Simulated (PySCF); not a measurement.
Potential energy of LiB along the bond

Set-up: PySCF, no relativity, basis sets Li def2-SVPD, B def2-SVPD. Energies in eV from Li + B in their ground configurations at the same level. All curves are PBE0. state 1: ³Π (triplet), unpaired electrons σ ↑, π ↑; state 2: Ms = 0 determinant of mixed spin (⟨S²⟩ near 1.0), unpaired electrons σ ↑, π ↓, a second solution, started from another occupation; state 3: ³Σ⁻ (triplet), unpaired electrons π ↑↑, a second solution, started from another occupation; state 4: ¹Σ⁺ (singlet), closed shell, a second solution, started from another occupation.

```csv
R (Å),state 1,state 2,state 3,state 4
1.835,-1.136,-0.849,-0.9228,0.1251
1.921,-1.310,-1.023,-0.9757,-0.2157
2.006,-1.409,-1.121,-0.9749,-0.4580
2.070,-1.444,-1.157,-0.9476,-0.5890
2.134,-1.454,-1.167,-0.9027,-0.6851
2.198,-1.443,-1.158,-0.8440,-0.7528
2.283,-1.405,-1.122,-0.7498,-0.8078
2.390,-1.330,-1.054,-0.6148,-0.8328
2.518,-1.217,-0.952,-0.4388,-0.8173
2.689,-1.051,-0.808,-0.1963,-0.7462
```

Question: Put a parabola through the three lowest points of the state 1 curve and estimate Re, k and ωe (reduced mass 4.285 u; 1 eV/Å² = 0.16022 mdyn/Å; ωe = 1302.8·√(k/μ) cm⁻¹).

Answer: Through R = 2.07, 2.134, 2.198 Å the second-order coefficient is 2.56 eV/Å², so Re ≈ 2.132 Å, k ≈ 0.821 mdyn/Å and ωe ≈ 570 cm⁻¹. A polynomial fit of higher order to the unrounded PBE0 energies gives Re = 2.130 Å, k = 0.802 mdyn/Å, ωe = 564 cm⁻¹; anharmonicity and rounding make the difference.

The higher-order fit for each curve: state 1: Re = 2.130 Å, ωe = 564 cm⁻¹, De = 1.45 eV; state 2: Re = 2.133 Å, ωe = 552 cm⁻¹, minimum 1.17 eV below the ground-state fragments; state 3: Re = 1.961 Å, ωe = 636 cm⁻¹, minimum 0.98 eV below the ground-state fragments; state 4: Re = 2.407 Å, ωe = 429 cm⁻¹, minimum 0.83 eV below the ground-state fragments.

The state is the lowest determinant that a PBE0 search found; another state may lie lower at other levels.
